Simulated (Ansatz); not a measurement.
System: CH4, charge 0, singlet. CH4 (SMILES C).
B3LYP-D3(BJ)/def2-TZVP minimum from Ansatz (a program for electronic structure):
```
C
H 1 1.0892
H 1 1.0892 2 109.47
H 1 1.0892 2 109.47 3 120.00
H 1 1.0892 2 109.47 3 -120.00
```

Wanted: atomisation energy (electronic, to ground-state atoms), in kcal/mol. UHF or UKS for unpaired electrons; spin-orbit terms are left out. CBS(X,Y): correlation extrapolated as X^-3, Hartree-Fock from the larger set (Q,5: extrapolated as (X+1)exp(-9√X)). A bracket is a step between two methods taken in the basis named. Functionals run without relativity, which enters their misses. '+ core + X2C': CCSD(T) terms for core correlation (cc-pwCVTZ) and scalar relativity (cc-pVTZ-DK). Where a partner has so few electrons that a lower coupled-cluster level is exact, that level stands in.

CCSD(T)/CBS(cc-pVQZ,cc-pV5Z) + [CCSDT(Q) - CCSD(T)]/cc-pVQZ + [CCSDTQ - CCSDT(Q)]/cc-pVDZ + core + X2C (Ansatz) gives 420.2 kcal/mol.

Task: What does PBE/def2-TZVPD (Ansatz) give here, and how do the other levels compare?

Result: PBE gives 419.5 kcal/mol, 0.7 kcal/mol below it. Differences of the others: B3LYP/def2-TZVPD (Ansatz) -0.1; CCSD(T)/CBS(cc-pVQZ,cc-pV5Z) + core + X2C (Ansatz) 0.0 kcal/mol. Nearer than PBE: B3LYP/def2-TZVPD, CCSD(T)/CBS(cc-pVQZ,cc-pV5Z) + core + X2C.
